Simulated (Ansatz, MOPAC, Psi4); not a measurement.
Molecule: PH$_{3}$, net charge 0, singlet state. SMILES: P
Coordinates optimised at B3LYP-D3(BJ)/def2-TZVP (Ansatz, an electronic-structure program):
```xyz
4

P      0.0029     0.0016     0.1282
H     -0.0038     1.1839    -0.6561
H      1.0120    -0.6137    -0.6568
H     -1.0521    -0.5944    -0.6098
```

Wanted: size of the dipole moment, in D. Terms: 6-311+G** with 5d, 6d on Na to Ar in Ansatz; dispersion terms only where a functional's name holds one; non-relativistic; no spin-orbit coupling; 6-31G* and kin with 6d, 5d where marked. Ab initio and DFT rows: single points at B3LYP-D3(BJ) geometries (Ansatz). Semi-empirical rows: dipoles at the shared geometry.

Measured values: NIST CCCBDB, as tabulated in the package chemicals; dipoles are vibrational averages. 

Value to compare with, the measured value: 0.58 D.

```tsv
level	program	size of the dipole moment (D)	error
PM3	MOPAC	0.98	0.40
PBE/6-31G*	Ansatz	1.11	0.53
PBE/6-311+G**	Ansatz	0.94	0.36
BLYP/6-31G*	Ansatz	1.00	0.42
B3LYP/6-31G	Ansatz	1.41	0.83
B3LYP/6-31G*	Ansatz	0.97	0.39
wB97X-D/6-31G*	Psi4	1.02	0.44
```

Among the 7 habitual levels, B3LYP/6-31G lies farthest from the measured value (0.83 D); 7 of 7 lie above it, and their mean absolute error is 0.48 D, the median 0.42. One case shows no general order.

The levels are drawn from those run, B3LYP/6-31G* more often than the rest, none by its result; runs whose electronic state is in doubt are left out.
